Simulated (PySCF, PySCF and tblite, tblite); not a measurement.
**CH₄S₂: a path driven as rotation about a bond, and NMR exchange**

An exercise on one series of results from a longer session: the logs are not shown, and one member is left open.

Computed with tblite 0.8.0 (tight binding) and PySCF 2.14.0 (DFT, with response routines of our own); each step states its level. Atoms count from 0 throughout.

## The molecule as given

7 atoms, charge 0, multiplicity 1; geometry from: force field or distance geometry start.

Bonds of the start (Å): C0–H3 1.09, C0–H4 1.10, C0–H5 1.09, C0–S1 1.81, S1–S2 2.07, S2–H6 1.34.

Set-up of the first run:

The job: settings as JSON, then the geometry in Å.

```
{"job": {"xc": "GFN2-xTB", "basis": "xTB", "kind": "relax"}, "charge": 0, "multiplicity": 1}
C     -0.957200    -0.054400     0.030700
S      0.329700     1.173300    -0.285900
S      1.991100     0.231000     0.522200
H     -0.743100    -0.982500    -0.491300
H     -1.915000     0.332000    -0.346300
H     -1.084000    -0.232100     1.101400
H      2.381700    -0.462400    -0.557800
```

Command:

```
> OMP_NUM_THREADS=1 python ens_run.py task.json out
```

This one command runs the whole study; its stages follow in the order run.

Among the steps run: GFN2-xTB relaxation, start minimum; Relaxed scan, rotation; Nudged elastic band, leg 1; Saddle search, leg 1; DFT refinement, start: PBE0-D3(BJ)/def2-SVP; Shieldings, start: PBE0/pcSseg-2; Shieldings, saddle of leg 1: PBE0/pcSseg-2; Kinetics and line shapes; Shieldings, start: LC-wPBE/pcSseg-2; Single-point energy, saddle of leg 1: LC-wPBE/pcSseg-2; Second level: LC-wPBE/pcSseg-2 + D3(BJ).

One of the session's tables, all rows but one given; the rest of the session is left out.

It belongs to the step «Second level: LC-wPBE/pcSseg-2 + D3(BJ)». Barriers by level (kcal/mol; entropies in cal/(mol K)). Zero-point and thermal terms come from xTB in every row. ΔG‡ leaves symmetry out; the rate counts one path; effective ΔG‡, where given, is the barrier that would give that rate by Eyring's equation alone:

```
                    level   ΔE‡  with zero-point   ΔH‡  ΔG‡ (298 K)  k at 298 K (1/s)
                 GFN2-xTB  3.18             2.99  2.69         3.17           2.9e+10
     PBE0-D3(BJ)/def2-SVP  5.78             5.58  5.29         5.77           3.7e+08
   PBE0/pcSseg-2 + D3(BJ)     ?                ?     ?            ?                 ?
LC-wPBE/pcSseg-2 + D3(BJ)  6.16             5.96  5.67         6.15           1.9e+08
```

Q: Estimate the row for PBE0/pcSseg-2 + D3(BJ) from the others.

**Answer.** ΔE‡: 6.17; with zero-point: 5.97; ΔH‡: 5.68; ΔG‡ (298 K): 6.16; k at 298 K (1/s): 1.9e+08. In the column «ΔE‡» it is the highest.
